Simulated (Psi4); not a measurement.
**CH4 (SMILES C) at 6 levels**

Aim: a comparison of 6 runs (B3LYP/def2-TZVPP, BHLYP/def2-TZVPP, CAM-B3LYP/def2-TZVPP, M06-L/def2-TZVPP, TPSS/def2-TZVPP, r2SCAN/def2-TZVPP) of CH4. 

The calculation is run with Psi4 1.11.

2 further runs of the same task are left out: 2 set aside as unsound or not needed.

### Step 1. Starting point

CH4: 5 atoms, total charge 0, spin state singlet. SMILES: `C`. The C1–H4 distance was set to 1.634 Å, away from the relaxed value. At this shape a bond of the SMILES string is far longer than usual.

Bond lengths: C1–H2 1.090 Å, C1–H3 1.090 Å, C1–H5 1.090 Å. Angles: H2–C1–H3 109.5°, H2–C1–H5 109.5°, H3–C1–H5 109.5°. A long bond or contact: C1–H4 1.634 Å.

### Step 2. Energy and forces at B3LYP/def2-TZVPP (run 1)

Input file job.inp:

```
memory 1600 mb

molecule {
  C     -0.059848     0.449735     0.301640
  H      0.099152     0.206535     1.351840
  H     -1.066548     0.844935     0.168740
  H      0.119700    -0.899500    -0.603300
  H      0.668252     1.197135    -0.012260
  symmetry c1
}

set basis def2-TZVPP
set puream true
set e_convergence 1e-09
set d_convergence 1e-08
set scf_type pk
set dft_radial_points 99
set dft_spherical_points 590

e, wfn = gradient('b3lyp', return_wfn=True)
oeprop(wfn, 'MULLIKEN_CHARGES', 'QUADRUPOLE', 'MAYER_INDICES')
print_variables()
```

The run is started by

```sh
$ psi4 -i job.inp -o job.out -n 1
```

job.out:

```text
[...]
  Running in c1 symmetry.
[...]
  Nuclear repulsion =   12.283066563705081
[...]
  Multiplicity = 1
[...]
  Nalpha       = 5
  Nbeta        = 5
[...]
    Number of basis functions: 87
[...]
   @RKS iter   1:   -40.16143699669890   -2.47026e-01   8.59418e-03 ADIIS/DIIS
[...]
   @RKS iter   9:   -40.46345305269726   -4.85016e-11   6.65406e-09 DIIS
[...]
    Orbital Energies [Eh]
    ---------------------
    Doubly Occupied:
       1A    -10.200505     2A     -0.684411     3A     -0.406486
       4A     -0.406459     5A     -0.324975
[...]
  @RKS Final Energy:   -40.46345305269726
   => Energetics <=
    Nuclear Repulsion Energy =             12.2830665637050807
    One-Electron Energy =                 -77.4939314282289615
    Two-Electron Energy =                  30.2369636516592664
    DFT Exchange-Correlation Energy =      -5.4895518398326404
    Empirical Dispersion Energy =           0.0000000000000000
    VV10 Nonlocal Energy =                  0.0000000000000000
    Total Energy =                        -40.4634530526972611
[...]
  -Total Gradient:
     Atom            X                  Y                   Z
    ------   -----------------  -----------------  -----------------
       1       -0.006878102131     0.051647095403     0.034605903879
       2       -0.001119971307     0.008185908039     0.005151430473
       3       -0.000791358145     0.007995293053     0.005485078133
       4        0.010076794390    -0.075716772397    -0.050784478965
       5       -0.001287326718     0.007888460899     0.005542031903
[...]
 Multipole Moments:
 ------------------------------------------------------------------------------------
     Multipole            Electronic (a.u.)      Nuclear  (a.u.)        Total (a.u.)
 ------------------------------------------------------------------------------------
 L = 1.  Multiply by 2.5417464519 to convert [e a0] to [Debye]
 Dipole X            :         -0.0663211            0.0420673           -0.0242538
 Dipole Y            :          0.4980422           -0.3156624            0.1823798
 Dipole Z            :          0.3339321           -0.2115995            0.1223326
 Magnitude           :                                                    0.2209432
 L = 2.  Multiply by 1.3450342976 to convert [e a0^2] to [Debye ang]
 Quadrupole XX       :        -12.3289974            5.7165005           -6.6124970
 Quadrupole XY       :          0.4717298           -0.4723173           -0.0005876
[...]
```

Run time: 9.9 s. Hardware: 1 thread of Intel Xeon 6975P-C (Granite Rapids), shared host; peak memory 1 GiB.

### Step 3. Energy and gradient at BHLYP/def2-TZVPP (run 2)

Input file job.py:

```python
import psi4

psi4.set_memory(1600000000)
psi4.set_num_threads(1)
psi4.set_output_file('output.dat', False)

m = psi4.geometry("""
C     -0.059848     0.449735     0.301640
H      0.099152     0.206535     1.351840
H     -1.066548     0.844935     0.168740
H      0.119700    -0.899500    -0.603300
H      0.668252     1.197135    -0.012260
symmetry c1
""")

options = {'basis': 'def2-TZVPP', 'puream': True, 'e_convergence': 1e-09, 'd_convergence': 1e-08, 'scf_type': 'pk', 'dft_radial_points': 99, 'dft_spherical_points': 590}
psi4.set_options(options)

energy_value, wavefunction = psi4.gradient('bhhlyp', return_wfn=True)
print('gradient / Eh bohr^-1')
print(energy_value.np.round(6))
print(f'energy = {wavefunction.energy():.10f} Eh')
```

The run is started by

```sh
$ python job.py
```

output.dat:

```text
[...]
  Running in c1 symmetry.
[...]
  Nuclear repulsion =   12.283066563705081
[...]
  Multiplicity = 1
[...]
  Nalpha       = 5
  Nbeta        = 5
[...]
    Number of basis functions: 87
[...]
   @RKS iter   1:   -40.24320416762573   -4.29884e-01   6.42503e-03 DIIS/ADIIS
[...]
   @RKS iter   9:   -40.42053165304096   -2.05347e-12   1.22045e-09 DIIS
[...]
    Orbital Energies [Eh]
    ---------------------
    Doubly Occupied:
       1A    -10.611649     2A     -0.782131     3A     -0.471387
       4A     -0.471357     5A     -0.372245
[...]
  @RKS Final Energy:   -40.42053165304096
   => Energetics <=
    Nuclear Repulsion Energy =             12.2830665637050807
    One-Electron Energy =                 -77.4628960590938362
    Two-Electron Energy =                  28.2734686608997734
    DFT Exchange-Correlation Energy =      -3.5141708185519756
    Empirical Dispersion Energy =           0.0000000000000000
    VV10 Nonlocal Energy =                  0.0000000000000000
    Total Energy =                        -40.4205316530409604
[...]
 Multipole Moments:
 ------------------------------------------------------------------------------------
     Multipole            Electronic (a.u.)      Nuclear  (a.u.)        Total (a.u.)
 ------------------------------------------------------------------------------------
 L = 1.  Multiply by 2.5417464519 to convert [e a0] to [Debye]
 Dipole X            :         -0.0680321            0.0420673           -0.0259648
 Dipole Y            :          0.5109014           -0.3156624            0.1952389
 Dipole Z            :          0.3425567           -0.2115995            0.1309573
 Magnitude           :                                                    0.2365211
[...]
  -Total Gradient:
     Atom            X                  Y                   Z
    ------   -----------------  -----------------  -----------------
       1       -0.006972879935     0.052352605172     0.035077467727
       2       -0.000412457580     0.007311456139     0.010226596956
       3       -0.005523698654     0.010099412950     0.005039691557
       4        0.010833092310    -0.081399503731    -0.054595930132
       5        0.002075965316     0.011636025126     0.004252157239
[...]
```

The script printed:

```text
gradient / Eh bohr^-1
[[-0.006973  0.052353  0.035077]
 [-0.000412  0.007311  0.010227]
 [-0.005524  0.010099  0.00504 ]
 [ 0.010833 -0.0814   -0.054596]
 [ 0.002076  0.011636  0.004252]]
energy = -40.4205316530 Eh
```

It took 8.7 s on 1 thread of Intel Xeon 6975P-C (Granite Rapids), shared host; peak memory 1 GiB.

Runs 3 to 5 aren't shown in full; the table further down has their settings and results.

### Step 4. A single-point energy at r2SCAN/def2-TZVPP (run 6)

Input file ch4.in:

```
memory 1600 mb

molecule m {
  C     -0.059848     0.449735     0.301640
  H      0.099152     0.206535     1.351840
  H     -1.066548     0.844935     0.168740
  H      0.119700    -0.899500    -0.603300
  H      0.668252     1.197135    -0.012260
  symmetry c1
  no_reorient
  no_com
}

set reference rks
set puream true
set e_convergence 1e-09
set d_convergence 1e-08
set scf_type pk
set dft_radial_points 99
set dft_spherical_points 590

result, w = energy('r2scan/def2-TZVPP', return_wfn=True)
oeprop(w, 'DIPOLE', 'QUADRUPOLE', 'MULLIKEN_CHARGES', title='R2SCAN')
print_variables()
```

The run is started by

```sh
$ psi4 ch4.in ch4.out -n 1
```

ch4.out:

```text
[...]
  Running in c1 symmetry.
[...]
  Nuclear repulsion =   12.283066563705081
[...]
  Multiplicity = 1
[...]
  Nalpha       = 5
  Nbeta        = 5
[...]
    Number of basis functions: 87
[...]
   @RKS iter   1:   -40.10065327487591   -2.03044e-01   8.84259e-03 DIIS/ADIIS
[...]
   @RKS iter   9:   -40.42439724305189   -3.69695e-11   8.88062e-09 DIIS
[...]
    Orbital Energies [Eh]
    ---------------------
    Doubly Occupied:
       1A    -10.060195     2A     -0.648784     3A     -0.370548
       4A     -0.370521     5A     -0.297411
[...]
  @RKS Final Energy:   -40.42439724305189
   => Energetics <=
    Nuclear Repulsion Energy =             12.2830665637050807
    One-Electron Energy =                 -77.4983036338624771
    Two-Electron Energy =                  31.5285541207993347
    DFT Exchange-Correlation Energy =      -6.7377142936938252
    Empirical Dispersion Energy =           0.0000000000000000
    VV10 Nonlocal Energy =                  0.0000000000000000
    Total Energy =                        -40.4243972430518923
[...]
 Multipole Moments:
 ------------------------------------------------------------------------------------
     Multipole            Electronic (a.u.)      Nuclear  (a.u.)        Total (a.u.)
 ------------------------------------------------------------------------------------
 L = 1.  Multiply by 2.5417464519 to convert [e a0] to [Debye]
 Dipole X            :          0.9943492           -1.0176780           -0.0233288
 Dipole Y            :         -7.4732722            7.6486948            0.1754227
 Dipole Z            :         -5.0126747            5.1303419            0.1176671
 Magnitude           :                                                    0.2125156
 L = 2.  Multiply by 1.3450342976 to convert [e a0^2] to [Debye ang]
 Quadrupole XX       :        -12.3539313            5.8198903           -6.5340409
 Quadrupole XY       :          1.2066510           -1.2493803           -0.0427292
[...]
  Mulliken Charges: (a.u.)
   Center  Symbol    Alpha    Beta     Spin     Total
       1     C     3.14480  3.14480  0.00000 -0.28960
       2     H     0.45408  0.45408  0.00000  0.09183
       3     H     0.45408  0.45408  0.00000  0.09185
       4     H     0.49296  0.49296  0.00000  0.01408
       5     H     0.45408  0.45408  0.00000  0.09184
   Total alpha =  5.00000, Total beta =  5.00000, Total charge = -0.00000
  Variable Map:
  ----------------------------------------------------------------------------
  "CURRENT ENERGY"              =>     -40.424397243052
[...]
```

It took 16 s on 1 thread of Intel Xeon 6975P-C (Granite Rapids), shared host; peak memory 0.92 GiB.

### Step 5. The series

| run | level | task | energy (Eh) | dipole moment (D) | HOMO energy (eV) | LUMO energy (eV) | wall time |
| --- | --- | --- | --- | --- | --- | --- | --- |
| 1 | B3LYP/def2-TZVPP | gradient | -40.463453 | 0.56 | -8.84 | -0.54 | 9.9 s |
| 2 | BHLYP/def2-TZVPP | gradient | -40.420532 | 0.60 | -10.13 | 0.72 | 8.7 s |
| 3 | CAM-B3LYP/def2-TZVPP | energy | -40.426672 | 0.54 | -10.44 | 0.82 | 8.4 s |
| 4 | M06-L/def2-TZVPP | gradient | -40.447944 | 0.50 | -8.05 | -0.76 | 18 s |
| 5 | TPSS/def2-TZVPP | energy | -40.468035 | 0.56 | -7.96 | -0.96 | 18 s |
| 6 | r2SCAN/def2-TZVPP | energy | -40.424397 | 0.54 | -8.09 | -0.89 | 16 s |

### Step 6. Results

| quantity | value |
| --- | --- |
| run 6: total energy | -40.42440 Eh |
| run 6: dipole moment | 0.54 D |
| run 6: HOMO energy | -8.09 eV |
| run 6: LUMO energy | -0.89 eV |
| run 6: HOMO–LUMO gap | 7.20 eV |

What this shows: The dipole moment (its size) runs from 0.50 D (M06-L/def2-TZVPP) to 0.60 D (BHLYP/def2-TZVPP). The HOMO–LUMO gap runs from 7.00 eV (TPSS/def2-TZVPP) to 11.26 eV (CAM-B3LYP/def2-TZVPP). Totals of different functionals can't be ranked against each other. All runs together took 78 s, the longest 18 s.
